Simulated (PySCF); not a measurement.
B3LYP has the VWN-RPA correlation part, as in Gaussian. 

**H2N, SMILES `[NH2]` (charge 0, multiplicity 2)**

The numbers are results of B3LYP-D3(BJ)/def2-TZVP // PBE0-D4/def2-TZVP in PySCF, not measurements.

The highest occupied spin orbital comes out as -8.44 eV and the dipole moment comes out as 1.94 D. The total energy is -1521.26 eV and the cost is roughly 19 core-seconds.

Bonds (Å): N1–H2 1.027, N1–H3 1.027. Bond angles (°): H2–N1–H3 103.1.
Charge 0, spin multiplicity 2.
